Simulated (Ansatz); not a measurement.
Cartesian coordinates (Å):
```xyz
13

C      1.2818    -0.4875     0.2181
N      0.0646    -0.0646    -0.4394
C     -1.0725    -0.8792    -0.0708
C     -0.1914     1.3488    -0.2688
H      1.4840    -1.5480    -0.0012
H      1.2459    -0.3745     1.3283
H      2.1369     0.1028    -0.1481
H     -0.8681    -1.9394    -0.2899
H     -1.9597    -0.5787    -0.6507
H     -1.3369    -0.8044     1.0113
H      0.6650     1.9375    -0.6346
H     -1.0795     1.6473    -0.8484
H     -0.3701     1.6399     0.7942
```
Charge 0, multiplicity 1.

The numbers are results of frozen-core CCSD(T)/def2-TZVPP // B3LYP-D3(BJ)/def2-SVP (Ansatz, a program for electronic structure), not measurements.

```
Quantity                        Value
----------------------  -------------
HF energy               -173.33697 Ha
MP2 correlation energy    -0.75176 Ha
```

### Question
Estimate the CCSD correlation energy, the (T) correction, the total energy and the T1 diagnostic.

### Answer

```json
{
  "CCSD correlation energy": "-0.79649 Ha",
  "(T) correction": "-0.03040 Ha",
  "CCSD(T) total energy": "-174.16387 Ha",
  "T1 diagnostic": "0.009"
}
```
